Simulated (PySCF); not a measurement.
**SiNH3 (SMILES [N][SiH3]): levels of theory compared**

We compute a comparison of 6 runs (USVWN5/ma-def2-SVP, USVWN5/def2-SVP, USVWN5/def2-SVPD, USVWN5/def2-TZVP, USVWN5/ma-def2-TZVP, USVWN5/def2-TZVPD) of SiNH3. Input form: a Python script.

The calculation is run with PySCF 2.14.0.

**1. The system as given**

SiNH3: 5 atoms, total charge 0, spin state triplet. As SMILES, `[N][SiH3]`. The coordinates come from a GFN2-xTB relaxation.

Bond lengths: N1–Si2 1.655 Å, Si2–H3 1.476 Å, Si2–H4 1.476 Å, Si2–H5 1.476 Å. Angles: N1–Si2–H3 111.3°, N1–Si2–H4 111.1°, N1–Si2–H5 111.1°, H3–Si2–H4 107.7°, H3–Si2–H5 107.7°, H4–Si2–H5 107.7°.

**2. The energy at USVWN5/ma-def2-SVP (run 1)**

Contents of run.py:

```python
from pyscf import gto, dft

mol = gto.M(
    atom='''
N     -2.903810     0.631792     0.906143
Si     0.019351    -0.004422    -0.007219
H      0.122738    -0.591862    -2.731391
H      1.048987    -2.197714     1.374228
H      1.712734     2.162206     0.458240
''',
    spin=2,
    unit='bohr',
    charge=0,
    verbose=3,
    basis='ma-def2-svp',
    max_memory=1860,
)

myscf = dft.UKS(mol)
myscf.xc = 'svwn'
myscf.conv_tol = 1e-10
myscf.grids.level = 4
myscf.kernel()
if not myscf.converged:
    myscf = myscf.newton().run(myscf.mo_coeff, myscf.mo_occ)

e_final = myscf.e_tot
print('E = %.10f Eh' % e_final)
```

The run is started by

```bash
$ OMP_NUM_THREADS=1 python run.py
```

What it wrote:

```text
WARN: HOMO -0.26033722530583 >= LUMO -0.260401060894155

converged SCF energy = -344.125401374408  <S^2> = 2.0061145  2S+1 = 3.0040736
E = -344.1254013744 Eh
```

Run time: 3.3 s. Hardware: 1 thread of Arm Neoverse V1, shared host; peak memory 0.17 GiB.

**3. The energy at USVWN5/def2-SVP (run 2)**

Contents of run.py:

```python
# [N][SiH3]
from pyscf import gto, dft

mol = gto.Mole()
mol.atom = [
    ('N', (-1.536630, 0.334330, 0.479510)),
    ('Si', (0.010240, -0.002340, -0.003820)),
    ('H', (0.064950, -0.313200, -1.445390)),
    ('H', (0.555100, -1.162980, 0.727210)),
    ('H', (0.906340, 1.144190, 0.242490)),
]
mol.basis = 'def2-svp'
mol.verbose = 4
mol.max_memory = 1860
mol.spin = 2
mol.build()

calc0 = dft.UKS(mol, xc='svwn')
calc0.grids.level = 4
calc0.conv_tol = 1e-10
calc0.kernel()
if not calc0.converged:
    calc0 = calc0.newton().run(calc0.mo_coeff, calc0.mo_occ)

energy = calc0.e_tot
print('E = %.10f Eh' % energy)
```

The run is started by

```bash
$ OMP_NUM_THREADS=1 python run.py
```

What it wrote:

```text
PySCF version 2.14.0

[INPUT] num. atoms = 5
[INPUT] num. electrons = 24
[INPUT] charge = 0
[INPUT] spin (= nelec alpha-beta = 2S) = 2
[INPUT] symmetry False subgroup None
[INPUT] Mole.unit = angstrom
[INPUT] Symbol           X                Y                Z      unit          X                Y                Z       unit  Magmom
[INPUT]  1 N     -1.536630000000   0.334330000000   0.479510000000 AA   -2.903809854790   0.631792135226   0.906142573990 Bohr   0.0
[INPUT]  2 Si     0.010240000000  -0.002340000000  -0.003820000000 AA    0.019350795516  -0.004421959131  -0.007218753796 Bohr   0.0
[INPUT]  3 H      0.064950000000  -0.313200000000  -1.445390000000 AA    0.122737711791  -0.591862222214  -2.731391243185 Bohr   0.0
[INPUT]  4 H      0.555100000000  -1.162980000000   0.727210000000 AA    1.048986971746  -2.197713688347   1.374227735045 Bohr   0.0
[INPUT]  5 H      0.906340000000   1.144190000000   0.242490000000 AA    1.712734375738   2.162205734466   0.458239687946 Bohr   0.0

[... 43 lines left out ...]
WARN: HOMO -0.259245503648384 >= LUMO -0.259311849236537
[... 42 lines left out ...]
converged SCF energy = -344.122316995908  <S^2> = 2.005292  2S+1 = 3.0035259
E = -344.1223169959 Eh
```

Run time: 3.6 s. Hardware: 1 thread of Arm Neoverse V1, shared host; peak memory 0.17 GiB.

Runs 3 to 5 aren't shown in full; the table further down has their settings and results.

**4. The energy at USVWN5/def2-TZVPD (run 6)**

Contents of input.py:

```python
from pyscf import gto, dft

mol = gto.M(
    atom='''
N     -2.903810     0.631792     0.906143
Si     0.019351    -0.004422    -0.007219
H      0.122738    -0.591862    -2.731391
H      1.048987    -2.197714     1.374228
H      1.712734     2.162206     0.458240
''',
    charge=0,
    max_memory=1860,
    basis='def2-tzvpd',
    spin=2,
    verbose=3,
    unit='bohr',
)

mf = dft.UKS(mol, xc='svwn')
mf.grids.level = 4
mf.conv_tol = 1e-10
mf.kernel()
if not mf.converged:
    mf = mf.newton().run(mf.mo_coeff, mf.mo_occ)

energy = mf.e_tot
print('E = %.10f Eh' % energy)
```

The run is started by

```bash
$ OMP_NUM_THREADS=1 python input.py
```

What it wrote:

```text
WARN: HOMO -0.262122893572804 >= LUMO -0.262186787336144

converged SCF energy = -344.301357652923  <S^2> = 2.0058969  2S+1 = 3.0039287
E = -344.3013576529 Eh
```

Run time: 11 s. Hardware: 1 thread of Arm Neoverse V1, shared host; peak memory 0.38 GiB.

**5. All runs side by side**

| run | level | energy (Eh) | dipole moment (D) | HOMO energy (eV) | LUMO energy (eV) | wall time |
| --- | --- | --- | --- | --- | --- | --- |
| 1 | USVWN5/ma-def2-SVP | -344.125401 | 2.14 | -7.16 | -5.33 | 3.3 s |
| 2 | USVWN5/def2-SVP | -344.122317 | 1.81 | -6.83 | -5.01 | 3.6 s |
| 3 | USVWN5/def2-SVPD | -344.132119 | 1.98 | -7.15 | -5.28 | 5.7 s |
| 4 | USVWN5/def2-TZVP | -344.300381 | 1.92 | -7.15 | -5.30 | 7.5 s |
| 5 | USVWN5/ma-def2-TZVP | -344.301147 | 1.95 | -7.20 | -5.35 | 8.7 s |
| 6 | USVWN5/def2-TZVPD | -344.301358 | 1.93 | -7.20 | -5.34 | 11 s |

Convergence of the total energy of triplet SiNH3 with the basis set, against the last point:

| basis set | from the last (mEh) | wall time |
| --- | --- | --- |
| ma-def2-SVP | +175.956 | 3.3 s |
| def2-SVP | +179.041 | 3.6 s |
| def2-SVPD | +169.238 | 5.7 s |
| def2-TZVP | +0.977 | 7.5 s |
| ma-def2-TZVP | +0.210 | 8.7 s |
| def2-TZVPD | +0.000 | 11 s |

Convergence of the dipole moment of triplet SiNH3 with the basis set, against the last point:

| basis set | from the last (D) | wall time |
| --- | --- | --- |
| ma-def2-SVP | +0.2079 | 3.3 s |
| def2-SVP | -0.1239 | 3.6 s |
| def2-SVPD | +0.0523 | 5.7 s |
| def2-TZVP | -0.0151 | 7.5 s |
| ma-def2-TZVP | +0.0220 | 8.7 s |
| def2-TZVPD | +0.0000 | 11 s |

**6. What came out**

| quantity | value |
| --- | --- |
| run 6: total energy | -344.30136 Eh |
| run 6: dipole moment | 1.93 D |
| run 6: HOMO energy (highest over α and β) | -7.20 eV |
| run 6: LUMO energy (lowest over α and β) | -5.34 eV |
| run 6: ⟨S²⟩ | 2.006 |

In words: For the total energy of triplet SiNH3 to stay within 10 mEh of the last point, def2-TZVP is the first point of the series from which all later ones do (7.5 s against 11 s). For the total energy of triplet SiNH3 to stay within 2 mEh of the last point, def2-TZVP is the first point of the series from which all later ones do (7.5 s against 11 s). For the dipole moment of triplet SiNH3 to stay within 0.1 D of the last point, def2-SVPD is the first point of the series from which all later ones do (5.7 s against 11 s). The dipole moment (its size) runs from 1.81 D (USVWN5/def2-SVP) to 2.14 D (USVWN5/ma-def2-SVP). All runs together took 39 s, the longest 11 s.
